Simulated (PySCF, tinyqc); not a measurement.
Inside a calculation (part 1 of 2). Method: CIS and TDHF on RHF in the sto-3g basis, for CH2, spin multiplicity 1. The lowest restricted solution is unstable here: a spin-polarised one lies 0.0402 hartree lower (PySCF). Computed by tinyqc, a small Python program that keeps every step (integrals from PySCF). Settings: charge = 0, multiplicity = 1, basis = sto-3g, method = RHF, energy threshold = 1e-10, iteration cap = 79, orthogonalisation = symmetric, start = atomic densities, DIIS depth = 6, TDHF = 1. Command: `OMP_NUM_THREADS=1 python tinyqc.py 30351 30352 out.jsonl` (the two numbers bound the seeds that draw the settings). One thread of a shared host (Intel(R) Xeon(R) Processor @ 2.60GHz), about 0.08 s of CPU time with the checks. The early iterations of the SCF are left out here.

## One-electron integrals

Geometry (angstrom):

| atom | x | y | z |
|---|---|---|---|
| C | 0.000000 | 0.000000 | 0.000000 |
| H | 0.000000 | 0.930000 | 0.549000 |
| H | 0.000000 | -0.906000 | 0.535000 |

Basis sto-3g: exponents (1/bohr^2) and contraction coefficients of normalised primitives:

| element | l (shell) | exponent | coefficient |
|---|---|---|---|
| C | s (1) | 71.616837 | 0.154329 |
| C | s (1) | 13.045096 | 0.535328 |
| C | s (1) | 3.530512 | 0.444635 |
| C | s (2) | 2.941249 | -0.099967 |
| C | s (2) | 0.683483 | 0.399513 |
| C | s (2) | 0.222290 | 0.700115 |
| C | p (3) | 2.941249 | 0.155916 |
| C | p (3) | 0.683483 | 0.607684 |
| C | p (3) | 0.222290 | 0.391957 |
| H | s (1) | 3.425251 | 0.154329 |
| H | s (1) | 0.623914 | 0.535328 |
| H | s (1) | 0.168855 | 0.444635 |

Overlap, kinetic and nuclear-attraction integrals over the contracted functions; the nuclear repulsion is the sum of Za Zb / Rab.

nuclear repulsion = 6.24584697 hartree

overlap S:
```
           1C 1s     1C 2s    1C 2px     1C 2py    1C 2pz     2H 1s      3H 1s
1C 1s   1.000000  0.248362  0.000000   0.000000  0.000000  0.063754   0.068026
1C 2s   0.248362  1.000000  0.000000   0.000000  0.000000  0.496549   0.512722
1C 2px  0.000000  0.000000  1.000000   0.000000  0.000000  0.000000   0.000000
1C 2py  0.000000  0.000000  0.000000   1.000000  0.000000  0.405343  -0.413246
1C 2pz  0.000000  0.000000  0.000000   0.000000  1.000000  0.239283   0.244025
2H 1s   0.063754  0.496549  0.000000   0.405343  0.239283  1.000000   0.155105
3H 1s   0.068026  0.512722  0.000000  -0.413246  0.244025  0.155105   1.000000
```

kinetic energy T (hartree):
```
            1C 1s      1C 2s    1C 2px     1C 2py    1C 2pz      2H 1s      3H 1s
1C 1s   15.891122  -0.085890  0.000000   0.000000  0.000000  -0.010151  -0.008883
1C 2s   -0.085890   0.472250  0.000000   0.000000  0.000000   0.110170   0.119640
1C 2px   0.000000   0.000000  1.477728   0.000000  0.000000   0.000000   0.000000
1C 2py   0.000000   0.000000  0.000000   1.477728  0.000000   0.230266  -0.245365
1C 2pz   0.000000   0.000000  0.000000   0.000000  1.477728   0.135931   0.144890
2H 1s   -0.010151   0.110170  0.000000   0.230266  0.135931   0.760032  -0.007149
3H 1s   -0.008883   0.119640  0.000000  -0.245365  0.144890  -0.007149   0.760032
```

nuclear attraction V (hartree):
```
             1C 1s      1C 2s     1C 2px     1C 2py     1C 2pz      2H 1s      3H 1s
1C 1s   -34.645680  -4.438837   0.000000   0.000794  -0.018012  -1.162373  -1.242171
1C 2s    -4.438837  -6.151543   0.000000   0.005625  -0.181598  -2.623972  -2.735213
1C 2px    0.000000   0.000000  -6.021497   0.000000   0.000000   0.000000   0.000000
1C 2py    0.000794   0.005625   0.000000  -6.218222   0.002778  -1.984591   2.048188
1C 2pz   -0.018012  -0.181598   0.000000   0.002778  -6.090074  -1.216697  -1.255452
2H 1s    -1.162373  -2.623972   0.000000  -1.984591  -1.216697  -4.388613  -0.761610
3H 1s    -1.242171  -2.735213   0.000000   2.048188  -1.255452  -0.761610  -4.456677
```

core Hamiltonian H = T + V (hartree):
```
             1C 1s      1C 2s     1C 2px     1C 2py     1C 2pz      2H 1s      3H 1s
1C 1s   -18.754558  -4.524727   0.000000   0.000794  -0.018012  -1.172524  -1.251054
1C 2s    -4.524727  -5.679293   0.000000   0.005625  -0.181598  -2.513801  -2.615573
1C 2px    0.000000   0.000000  -4.543769   0.000000   0.000000   0.000000   0.000000
1C 2py    0.000794   0.005625   0.000000  -4.740494   0.002778  -1.754325   1.802824
1C 2pz   -0.018012  -0.181598   0.000000   0.002778  -4.612346  -1.080766  -1.110562
2H 1s    -1.172524  -2.513801   0.000000  -1.754325  -1.080766  -3.628582  -0.768759
3H 1s    -1.251054  -2.615573   0.000000   1.802824  -1.110562  -0.768759  -3.696645
```

## Two-electron integrals

Functions are numbered as in S; the eight-fold symmetry (ij|kl) = (ji|kl) = (kl|ij) leaves the list below.

Two-electron integrals (ij|kl) in chemists' order, unique and non-zero (hartree):
```
(11|11) 3.541948    (21|11) 0.576921    (21|21) 0.111888    (22|11) 0.854682
(22|21) 0.205284    (22|22) 0.624709    (31|31) 0.020296    (32|31) 0.030858
(32|32) 0.137996    (33|11) 0.852436    (33|21) 0.205335    (33|22) 0.624568
(33|33) 0.672833    (41|41) 0.020296    (42|41) 0.030858    (42|42) 0.137996
(43|43) 0.036269    (44|11) 0.852436    (44|21) 0.205335    (44|22) 0.624568
(44|33) 0.600295    (44|44) 0.672833    (51|51) 0.020296    (52|51) 0.030858
(52|52) 0.137996    (53|53) 0.036269    (54|54) 0.036269    (55|11) 0.852436
(55|21) 0.205335    (55|22) 0.624568    (55|33) 0.600295    (55|44) 0.600295
(55|55) 0.672833    (61|11) 0.149387    (61|21) 0.028777    (61|22) 0.052632
(61|33) 0.052451    (61|41) 0.001527    (61|42) 0.002825    (61|44) 0.052866
(61|51) 0.000902    (61|52) 0.001668    (61|54) 0.000245    (61|55) 0.052596
(61|61) 0.007571    (62|11) 0.337791    (62|21) 0.082116    (62|22) 0.272538
(62|33) 0.266208    (62|41) 0.006730    (62|42) 0.045162    (62|44) 0.280109
(62|51) 0.003973    (62|52) 0.026660    (62|54) 0.008206    (62|55) 0.271052
(62|61) 0.021997    (62|62) 0.152310    (63|31) 0.008603    (63|32) 0.044561
(63|43) 0.008987    (63|53) 0.005305    (63|63) 0.019405    (64|11) 0.241068
(64|21) 0.059391    (64|22) 0.209026    (64|33) 0.198435    (64|41) 0.012871
(64|42) 0.076908    (64|44) 0.226479    (64|51) 0.002519    (64|52) 0.019096
(64|54) 0.011250    (64|55) 0.201945    (64|61) 0.016707    (64|62) 0.138913
(64|64) 0.143817    (65|11) 0.142308    (65|21) 0.035060    (65|22) 0.123393
(65|33) 0.117141    (65|41) 0.002519    (65|42) 0.019096    (65|44) 0.123086
(65|51) 0.010091    (65|52) 0.055833    (65|54) 0.012496    (65|55) 0.129822
(65|61) 0.009862    (65|62) 0.082003    (65|64) 0.073443    (65|65) 0.062760
(66|11) 0.478237    (66|21) 0.118262    (66|22) 0.444121    (66|33) 0.420402
(66|41) 0.012716    (66|42) 0.112522    (66|44) 0.472806    (66|51) 0.007507
(66|52) 0.066425    (66|54) 0.030935    (66|55) 0.438664    (66|61) 0.032215
(66|62) 0.307203    (66|64) 0.310292    (66|65) 0.183172    (66|66) 0.774606
(71|11) 0.159579    (71|21) 0.030730    (71|22) 0.056168    (71|33) 0.055976
(71|41) -0.001632   (71|42) -0.003011   (71|44) 0.056416    (71|51) 0.000964
(71|52) 0.001778    (71|54) -0.000260   (71|55) 0.056130    (71|61) 0.007822
(71|62) 0.022018    (71|64) 0.015129    (71|65) 0.009880    (71|66) 0.031495
(71|71) 0.008633    (72|11) 0.352541    (72|21) 0.085659    (72|22) 0.283302
(72|33) 0.276814    (72|41) -0.007011   (72|42) -0.046566   (72|44) 0.291058
(72|51) 0.004140    (72|52) 0.027498    (72|54) -0.008411   (72|55) 0.281781
(72|61) 0.021523    (72|62) 0.115282    (72|64) 0.075151    (72|65) 0.060262
(72|66) 0.183196    (72|71) 0.024482    (72|72) 0.163159    (73|31) 0.009079
(73|32) 0.046692    (73|43) -0.009327   (73|53) 0.005508    (73|63) 0.013894
(73|73) 0.021076    (74|11) -0.248726   (74|21) -0.061260   (74|22) -0.214859
(74|33) -0.203959   (74|41) 0.013485    (74|42) 0.079748    (74|44) -0.232862
(74|51) -0.002602   (74|52) -0.019520   (74|54) 0.011560    (74|55) -0.207533
(74|61) -0.014605   (74|62) -0.073931   (74|64) -0.035472   (74|65) -0.037845
(74|66) -0.107086   (74|71) -0.018407   (74|72) -0.147214   (74|74) 0.151519
(75|11) 0.146875    (75|21) 0.036175    (75|22) 0.126876    (75|33) 0.120439
(75|41) -0.002602   (75|42) -0.019520   (75|44) 0.126492    (75|51) 0.010616
(75|52) 0.058218    (75|54) -0.012901   (75|55) 0.133565    (75|61) 0.009563
(75|62) 0.059811    (75|64) 0.038142    (75|65) 0.044514    (75|66) 0.101249
(75|71) 0.010869    (75|72) 0.086931    (75|74) -0.077027   (75|75) 0.066561
(76|11) 0.096279    (76|21) 0.023456    (76|22) 0.080087    (76|33) 0.078042
(76|41) 0.000017    (76|42) 0.000177    (76|44) 0.080527    (76|51) 0.001897
(76|52) 0.013340    (76|54) 0.000047    (76|55) 0.081617    (76|61) 0.006131
(76|62) 0.040238    (76|64) 0.031839    (76|65) 0.023785    (76|66) 0.075854
(76|71) 0.006539    (76|72) 0.041463    (76|74) -0.032271   (76|75) 0.024311
(76|76) 0.012759    (77|11) 0.489470    (77|21) 0.120980    (77|22) 0.451788
(77|33) 0.427677    (77|41) -0.013193   (77|42) -0.114682   (77|44) 0.480950
(77|51) 0.007790    (77|52) 0.067721    (77|54) -0.031458   (77|55) 0.446253
(77|61) 0.030180    (77|62) 0.179077    (77|64) 0.106421    (77|65) 0.099759
(77|66) 0.286441    (77|71) 0.035188    (77|72) 0.319595    (77|74) -0.319677
(77|75) 0.188772    (77|76) 0.075854    (77|77) 0.774606
```

## Orthogonalisation

S = U s U^T; symmetric (Loewdin) form X = U s^(-1/2) U^T, so that X^T S X = 1.

eigenvalues of S: 0.265907  0.339463  0.876472  1.000000  1.085946  1.506280  1.925932

X:
```
            1C 1s      1C 2s    1C 2px     1C 2py     1C 2pz      2H 1s      3H 1s
1C 1s    1.027170  -0.156464  0.000000   0.000437  -0.012719   0.026481   0.026765
1C 2s   -0.156464   1.334137  0.000000  -0.010688   0.145305  -0.362338  -0.386122
1C 2px   0.000000   0.000000  1.000000   0.000000   0.000000   0.000000   0.000000
1C 2py   0.000437  -0.010688  0.000000   1.206989  -0.004304  -0.309639   0.324414
1C 2pz  -0.012719   0.145305  0.000000  -0.004304   1.068137  -0.171562  -0.180559
2H 1s    0.026481  -0.362338  0.000000  -0.309639  -0.171562   1.278761  -0.036098
3H 1s    0.026765  -0.386122  0.000000   0.324414  -0.180559  -0.036098   1.303530
```

## Iteration 8 (converged): orbitals

converged F (hartree):
```
             1C 1s      1C 2s    1C 2px     1C 2py     1C 2pz      2H 1s      3H 1s
1C 1s   -10.984010  -2.954945  0.000000   0.000494  -0.026578  -0.773163  -0.824367
1C 2s    -2.954945  -1.459031  0.000000   0.006673  -0.099163  -0.728702  -0.757479
1C 2px    0.000000   0.000000  0.232128   0.000000   0.000000   0.000000   0.000000
1C 2py    0.000494   0.006673  0.000000  -0.272234   0.005290  -0.381237   0.388265
1C 2pz   -0.026578  -0.099163  0.000000   0.005290  -0.258463  -0.264173  -0.268737
2H 1s    -0.773163  -0.728702  0.000000  -0.381237  -0.264173  -0.505772  -0.244190
3H 1s    -0.824367  -0.757479  0.000000   0.388265  -0.268737  -0.244190  -0.533905
```

Diagonalise F' = X^T F X, C = X C', fill 4 alpha and 4 beta electrons from the bottom; D = 2 C_occ C_occ^T. Each column has its largest component positive (the first on a tie).

F' = X^T F X (hartree):
```
            1          2         3          4          5          6          7
1  -10.750374  -1.559352  0.000000  -0.000796  -0.045349  -0.116928  -0.134669
2   -1.559352  -0.533576  0.000000  -0.006095   0.137936  -0.462481  -0.485157
3    0.000000   0.000000  0.232128   0.000000   0.000000   0.000000   0.000000
4   -0.000796  -0.006095  0.000000   0.136871  -0.000268  -0.467504   0.479665
5   -0.045349   0.137936  0.000000  -0.000268  -0.124651  -0.266702  -0.274373
6   -0.116928  -0.462481  0.000000  -0.467504  -0.266702   0.036345  -0.067252
7   -0.134669  -0.485157  0.000000   0.479665  -0.274373  -0.067252   0.044403
```

orbital energies (hartree): MO1 -10.990113, MO2 -0.839230, MO3 -0.547500, MO4 -0.286539, MO5 0.232128, MO6 0.677986, MO7 0.794415

coefficients C:
```
              MO1        MO2        MO3        MO4       MO5        MO6        MO7
1C 1s    0.992967  -0.217678  -0.004289   0.123689  0.000000  -0.178338   0.025495
1C 2s    0.031175   0.652016   0.020217  -0.571015  0.000000   1.148752  -0.183888
1C 2px   0.000000   0.000000   0.000000   0.000000  1.000000   0.000000   0.000000
1C 2py  -0.000253  -0.010589   0.523559   0.000518  0.000000   0.148245   1.166994
1C 2pz   0.006117   0.162318  -0.000028   0.818962  0.000000   0.718493  -0.104547
2H 1s   -0.007398   0.267977   0.455516   0.196379  0.000000  -1.015001  -0.738701
3H 1s   -0.007732   0.287186  -0.442440   0.190726  0.000000  -0.802478   1.014648
```

D after iteration 8:
```
            1C 1s      1C 2s    1C 2px     1C 2py     1C 2pz      2H 1s      3H 1s
1C 1s    2.097370  -0.363378  0.000000  -0.000255   0.144075  -0.086684  -0.089407
1C 2s   -0.363378   1.505128  0.000000   0.006754  -0.723231   0.143137   0.138313
1C 2px   0.000000   0.000000  0.000000   0.000000   0.000000   0.000000   0.000000
1C 2py  -0.000255   0.006754  0.000000   0.548452  -0.002622   0.471510  -0.469168
1C 2pz   0.144075  -0.723231  0.000000  -0.002622   1.394168   0.408534   0.405556
2H 1s   -0.086684   0.143137  0.000000   0.471510   0.408534   0.635851  -0.174135
3H 1s   -0.089407   0.138313  0.000000  -0.469168   0.405556  -0.174135   0.629331
```

## Convergence

Stop when the energy changes by less than 1e-10 hartree and every element of the error matrix X^T (F D S - S D F) X is below 3e-06.

Course of the cycle:

| iteration | E (hartree) | change | largest element of the error matrix |
|---|---|---|---|
| 1 | -38.34138051 | - | 9.01e-01 |
| 2 | -38.35285592 | -1.15e-02 | 4.70e-02 |
| 3 | -38.35670298 | -3.85e-03 | 1.92e-02 |
| 4 | -38.35736472 | -6.62e-04 | 3.03e-03 |
| 5 | -38.35738203 | -1.73e-05 | 1.21e-04 |
| 6 | -38.35738206 | -3.22e-08 | 1.46e-05 |
| 7 | -38.35738206 | -4.67e-10 | 2.15e-06 |
| 8 | -38.35738206 | -6.79e-12 | 4.08e-08 |

PySCF RHF in the same basis = -38.35738206 hartree

Converged in 8 iterations.

## Integrals over molecular orbitals

(pq|rs) = sum C_ip C_jq C_kr C_ls (ij|kl), one index at a time.

one-electron integrals over orbitals h = C^T H C (hartree):
```
            1          2          3          4          5          6          7
1  -18.739258   0.356169   0.007219  -0.188465   0.000000   0.271528  -0.038490
2    0.356169  -4.625112   0.004825   0.143652   0.000000  -0.814627   0.128435
3    0.007219   0.004825  -4.139549   0.011370   0.000000  -0.140230  -0.848632
4   -0.188465   0.143652   0.011370  -4.435927   0.000000  -0.332383   0.038789
5    0.000000   0.000000   0.000000   0.000000  -4.543769   0.000000   0.000000
6    0.271528  -0.814627  -0.140230  -0.332383   0.000000  -3.528310  -0.023327
7   -0.038490   0.128435  -0.848632   0.038789   0.000000  -0.023327  -3.676200
```

Two-electron integrals over orbitals (pq|rs), unique and non-zero (hartree):
```
(11|11) 3.506112    (21|11) -0.289319   (21|21) 0.038247    (22|11) 0.718009
(22|21) -0.006593   (22|22) 0.555353    (31|11) -0.005757   (31|21) 0.000567
(31|22) -0.000847   (31|31) 0.007735    (32|11) -0.000200   (32|21) -0.000421
(32|22) -0.007557   (32|31) 0.013781    (32|32) 0.149003    (33|11) 0.620240
(33|21) -0.002475   (33|22) 0.524939    (33|31) 0.000451    (33|32) 0.005061
(33|33) 0.537304    (41|11) 0.161114    (41|21) -0.017531   (41|22) 0.015784
(41|31) -0.000432   (41|32) 0.000046    (41|33) 0.006633    (41|41) 0.026980
(42|11) -0.069240   (42|21) 0.007434    (42|22) 0.032503    (42|31) 0.000132
(42|32) 0.000054    (42|33) 0.020651    (42|41) 0.013747    (42|42) 0.071506
(43|11) -0.003928   (43|21) 0.000271    (43|22) -0.000713   (43|31) -0.002750
(43|32) 0.017155    (43|33) 0.000872    (43|41) 0.000329    (43|42) 0.001457
(43|43) 0.029977    (44|11) 0.819749    (44|21) -0.013890   (44|22) 0.501694
(44|31) -0.000155   (44|32) 0.000047    (44|33) 0.475551    (44|41) -0.012800
(44|42) -0.079353   (44|43) -0.003338   (44|44) 0.683863    (51|51) 0.021752
(52|51) 0.023332    (52|52) 0.088998    (53|51) 0.000493    (53|52) 0.001322
(53|53) 0.021139    (54|51) -0.012988   (54|52) -0.037411   (54|53) -0.000969
(54|54) 0.051937    (55|11) 0.851980    (55|21) -0.009290   (55|22) 0.546092
(55|31) -0.000168   (55|32) -0.000256   (55|33) 0.493377    (55|41) 0.004640
(55|42) -0.036633   (55|43) -0.002175   (55|44) 0.588412    (55|55) 0.672833
(61|11) -0.233939   (61|21) 0.033391    (61|22) 0.000384    (61|31) 0.002353
(61|32) 0.002753    (61|33) 0.000491    (61|41) -0.005834   (61|42) 0.014063
(61|43) -0.000294   (61|44) -0.019601   (61|55) -0.005980   (61|61) 0.034469
(62|11) 0.244840    (62|21) -0.005799   (62|22) 0.078078    (62|31) 0.001057
(62|32) 0.002217    (62|33) 0.025483    (62|41) 0.014291    (62|42) 0.002308
(62|43) -0.004105   (62|44) 0.080173    (62|55) 0.122570    (62|61) 0.001336
(62|62) 0.096698    (63|11) 0.039908    (63|21) -0.000966   (63|22) 0.012735
(63|31) 0.001120    (63|32) -0.071221   (63|33) 0.002271    (63|41) 0.000133
(63|42) -0.006989   (63|43) -0.023406   (63|44) 0.019309    (63|55) 0.020286
(63|61) -0.000664   (63|62) 0.016636    (63|63) 0.085213    (64|11) 0.090483
(64|21) 0.000696    (64|22) 0.032423    (64|31) -0.001183   (64|32) -0.009333
(64|33) 0.006389    (64|41) 0.004815    (64|42) 0.002270    (64|43) 0.001376
(64|44) 0.046861    (64|55) 0.040656    (64|61) 0.003060    (64|62) 0.044269
(64|63) 0.010749    (64|64) 0.029431    (65|51) 0.017630    (65|52) 0.058198
(65|53) 0.003791    (65|54) -0.015685   (65|65) 0.046965    (66|11) 0.699083
(66|21) -0.005787   (66|22) 0.542725    (66|31) 0.002320    (66|32) 0.030171
(66|33) 0.524440    (66|41) 0.022264    (66|42) 0.056351    (66|43) 0.008453
(66|44) 0.459806    (66|55) 0.508851    (66|61) 0.005697    (66|62) 0.055364
(66|63) -0.018307   (66|64) 0.021601    (66|66) 0.585198    (71|11) 0.033622
(71|21) -0.005106   (71|22) -0.001041   (71|31) 0.013076    (71|32) 0.020872
(71|33) 0.000775    (71|41) 0.000888    (71|42) -0.001820   (71|43) -0.005106
(71|44) 0.002737    (71|55) 0.000817    (71|61) -0.001876   (71|62) 0.001787
(71|63) 0.001914    (71|64) -0.002410   (71|66) 0.003201    (71|71) 0.023306
(72|11) -0.039130   (72|21) 0.000810    (72|22) -0.010903   (72|31) 0.008351
(72|32) -0.006053   (72|33) -0.003955   (72|41) -0.001889   (72|42) 0.001662
(72|43) -0.029405   (72|44) -0.013792   (72|55) -0.019171   (72|61) 0.001864
(72|62) -0.008451   (72|63) 0.044949    (72|64) -0.007556   (72|66) -0.014921
(72|71) 0.013261    (72|72) 0.053937    (73|11) 0.246513    (73|21) -0.006381
(73|22) 0.048552    (73|31) -2.30e-06   (73|32) 0.010147    (73|33) 0.029548
(73|41) -0.001424   (73|42) -0.052658   (73|43) 0.000366    (73|44) 0.124979
(73|55) 0.120268    (73|61) -0.007091   (73|62) 0.071529    (73|63) 0.007270
(73|64) 0.031816    (73|66) 0.006749    (73|71) 0.001137    (73|72) -0.017374
(73|73) 0.114352    (74|11) -0.010782   (74|21) 0.000078    (74|22) -0.000742
(74|31) -0.008895   (74|32) -0.068381   (74|33) -0.003804   (74|41) -0.000734
(74|42) -0.001262   (74|43) 0.013981    (74|44) -0.005217   (74|55) -0.004434
(74|61) -0.002485   (74|62) -0.007814   (74|63) 0.033830    (74|64) 0.004562
(74|66) -0.016270   (74|71) -0.014584   (74|72) -0.007689   (74|73) -0.008880
(74|74) 0.059705    (75|51) -0.002565   (75|52) -0.008762   (75|53) 0.018165
(75|54) 0.002456    (75|65) -0.003635   (75|75) 0.022536    (76|11) 0.006088
(76|21) -0.000683   (76|22) -0.008623   (76|31) 0.009072    (76|32) 0.111611
(76|33) 0.005503    (76|41) -0.002632   (76|42) -0.009060   (76|43) 0.026534
(76|44) 0.009448    (76|55) 0.001844    (76|61) 0.000131    (76|62) -0.004082
(76|63) -0.074521   (76|64) -0.008671   (76|66) 0.021916    (76|71) 0.014203
(76|72) -0.027757   (76|73) 0.017511    (76|74) -0.047224   (76|76) 0.108868
(77|11) 0.765070    (77|21) -0.009653   (77|22) 0.528525    (77|31) -0.002770
(77|32) -0.032366   (77|33) 0.532626    (77|41) 0.003908    (77|42) -0.008275
(77|43) -0.008188   (77|44) 0.534736    (77|55) 0.533903    (77|61) -0.008441
(77|62) 0.042048    (77|63) 0.031370    (77|64) 0.014412    (77|66) 0.519085
(77|71) -0.002850   (77|72) 0.000959    (77|73) 0.060403    (77|74) 0.012084
(77|76) -0.024704   (77|77) 0.580063
```
